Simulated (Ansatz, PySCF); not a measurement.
Species: disilane, Si2H6 (charge 0, singlet). 
Coordinates optimised at B3LYP-D3(BJ)/def2-TZVP (Ansatz, an electronic-structure program):
SMILES: [SiH3][SiH3]
```xyz
8

Si     0.0002    -0.0110     1.1721
Si    -0.0002     0.0110    -1.1721
H     -0.0004     1.3752     1.6997
H     -1.2040    -0.7120     1.6803
H      1.2055    -0.7108     1.6798
H      0.0004    -1.3752    -1.6997
H     -1.2055     0.7108    -1.6798
H      1.2040     0.7120    -1.6803
```


Property: enthalpy of formation at 298 K (from the atomisation energy, B3LYP-D3(BJ)/def2-TZVP harmonic zero-point and thermal terms from PySCF, and the atoms' enthalpies of formation in the G2/97 table, which holds older values for B and Si; no spin-orbit terms, and no core term in the frozen-core levels), in kcal/mol. Valence correlation only, unless marked. UHF or UKS for open shells. No spin-orbit coupling. No relativistic terms. The coupled-cluster limit lacks core correlation, which all-electron functionals hold. CBS(X,Y): correlation extrapolated as X^-3; Hartree-Fock from the larger set. [CCSD(T)-MP2]/basis is that difference in the basis named.

Measured: 19.1 kcal/mol (G2/97 table in ASE (Curtiss et al.)); it holds spin-orbit and relativistic effects, which these rows lack, and core correlation, which the frozen-core levels lack. This is an older compilation, not checked against later work.

```
level                                                                 program  enthalpy of formation at 298 K (kcal/mol)  error against measurement
-------------------------------------------------------------  --------------  -----------------------------------------  -------------------------
revPBE-D3(BJ)/def2-TZVPD                                       Ansatz + dftd3                                       31.7                       12.6
PBE0/def2-TZVPD                                                        Ansatz                                       26.9                        7.8
r2SCANh/def2-TZVPD                                                     Ansatz                                       18.0                       -1.1
MP2/def2-SVPD                                                          Ansatz                                       54.9                       35.8
MP2/def2-TZVPP                                                         Ansatz                                       36.4                       17.3
CCSD/6-31G                                                             Ansatz                                      126.8                      107.7
RI-MP2/CBS(def2-TZVPPD,def2-QZVPPD)+[CCSD(T)-MP2]/def2-TZVPPD          Ansatz                                       13.2                       -5.9
```
